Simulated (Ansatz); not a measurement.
`C=NC(C)(F)F` and `CC(O)(F)F` differ in one atom or group.

Ansatz, PBE0-D4/def2-TZVP geometries, multiplicity 1. Each molecule was computed in one conformer, which needn't be the lowest.

```
                                          property  `C=NC(C)(F)F`
             HOMO–LUMO gap (B3LYP/def2-TZVPP) / eV           6.69
                LUMO energy (PBE0/def2-TZVPP) / eV          -1.04
                HOMO energy (PBE0/def2-TZVPP) / eV          -8.24
  size of the dipole moment (B3LYP/def2-TZVPP) / D           2.30
               LUMO energy (B3LYP/def2-TZVPP) / eV          -1.32
size of the dipole moment (ωB97M-V/def2-TZVPP) / D           2.32
```

Question: Give the same properties after the change, and the shifts. (Best estimate.)

Answer: Computed: 
```tsv
property	`CC(O)(F)F`	shift
HOMO–LUMO gap (B3LYP/def2-TZVPP) / eV	10.21	3.52
LUMO energy (PBE0/def2-TZVPP) / eV	1.14	2.18
HOMO energy (PBE0/def2-TZVPP) / eV	-9.77	-1.53
size of the dipole moment (B3LYP/def2-TZVPP) / D	0.84	-1.46
LUMO energy (B3LYP/def2-TZVPP) / eV	0.72	2.04
size of the dipole moment (ωB97M-V/def2-TZVPP) / D	0.83	-1.49
```

With PBE0 the HOMO falls by 1.53 eV and the LUMO rises by 2.18 eV, so the gap widens by about 3.71 eV. PBE moves the HOMO by -1.18 eV and ωB97M-V by -1.64 eV. Dipoles are sizes alone; their direction can turn.

B3LYP here is the variant with VWN-RPA as its local correlation; programs differ in this.
